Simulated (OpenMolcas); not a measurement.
## Exact exchange and the electronic atomisation energy of C2H2O2 (glyoxal)

C2H2O2 has 6 atoms, charge 0, and is taken as a singlet. As SMILES, `O=CC=O`. The coordinates come from a PBE0-D4/def2-TZVP relaxation. This is one conformer, not always the lowest.

The electronic atomisation energy y, in eV, basis aug-cc-pVDZ; a is the functional's share of exact exchange. Programs: OpenMolcas 26.06.

| functional | program | a | y (eV) |
| --- | --- | --- | --- |
| PBE | OpenMolcas | 0 | 28.39 |
| BLYP | OpenMolcas | 0 | 27.35 |
| B3LYP | OpenMolcas | 0.2 | ? |
| PBE0 | OpenMolcas | 0.25 | 27.21 |
| BHLYP | OpenMolcas | 0.5 | 25.38 |

Task: Fit y = c + s·a to the known rows and predict B3LYP.

Result: 
1. Means of the 4 rows: a = 0.1875, y = 27.082.
2. Σ(Δa)² = 0.17188, Σ(Δa·Δy) = -0.81938, so the slope is -0.81938/0.17188 = -4.7672.
3. Intercept: 27.082 − (-4.7672) × 0.1875 = 27.976. The largest residual of the fit is 0.63.
4. B3LYP: 27.976 + (-4.7672) × 0.2 = 27.02 eV.

The run gave 26.94 eV, so the prediction is off by +0.08 eV, within the scatter of the fit. The rows mix families of semi-local functionals, which the line can't see.
